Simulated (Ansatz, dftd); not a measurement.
Reaction: CH3BF2 (SMILES CB(F)F) → BF2 (SMILES F[B]F, doublet) + CH3 (SMILES [CH3], doublet) (the B-C bond breaks)
Each species at its own B3LYP-D3(BJ)/def2-TZVP minimum (Ansatz, an electronic-structure program).

Wanted: bond dissociation energy (electronic), in kJ/mol. UHF or UKS for unpaired electrons; spin-orbit terms are left out. Correlated methods leave the cores frozen. Rows without X2C or -DK are non-relativistic. CBS(X,Y): correlation extrapolated as X^-3, Hartree-Fock from the larger set (Q,5: extrapolated as (X+1)exp(-9√X)). A bracket is a step between two methods taken in the basis named. Functionals run without relativity, which enters their misses. Double hybrids freeze cores in their MP2 part. 'core' is core correlation in cc-pwCVTZ, 'X2C' scalar relativity in cc-pVTZ-DK, both at CCSD(T).

```json
[
 {"level": "r2SCAN-D3(BJ)/def2-TZVPD", "program": "Ansatz + dftd3", "bond dissociation energy (kJ/mol)": "445.8", "difference against the last row": "-31.8"},
 {"level": "PBE0-D4/def2-TZVPD", "program": "Ansatz + dftd4", "bond dissociation energy (kJ/mol)": "466.3", "difference against the last row": "-11.3"},
 {"level": "CAM-B3LYP-D4/def2-TZVPD", "program": "Ansatz + dftd4", "bond dissociation energy (kJ/mol)": "467.6", "difference against the last row": "-10.0"},
 {"level": "B2GP-PLYP/def2-TZVPD", "program": "Ansatz", "bond dissociation energy (kJ/mol)": "466.0", "difference against the last row": "-11.6"},
 {"level": "MP2/cc-pVDZ", "program": "Ansatz", "bond dissociation energy (kJ/mol)": "478.6", "difference against the last row": "1.0"},
 {"level": "CCSD/cc-pVTZ", "program": "Ansatz", "bond dissociation energy (kJ/mol)": "465.1", "difference against the last row": "-12.5"},
 {"level": "CCSD/CBS(cc-pVTZ,cc-pVQZ)", "program": "Ansatz", "bond dissociation energy (kJ/mol)": "470.4", "difference against the last row": "-7.2"},
 {"level": "CCSDT(Q)/cc-pVDZ", "program": "Ansatz", "bond dissociation energy (kJ/mol)": "471.7", "difference against the last row": "-5.9"},
 {"level": "CCSD(T)/CBS(cc-pVQZ,cc-pV5Z) + [CCSDT(Q) - CCSD(T)]/cc-pVDZ + core + X2C", "program": "Ansatz", "bond dissociation energy (kJ/mol)": "477.6", "difference against the last row": "0.0"}
]
```
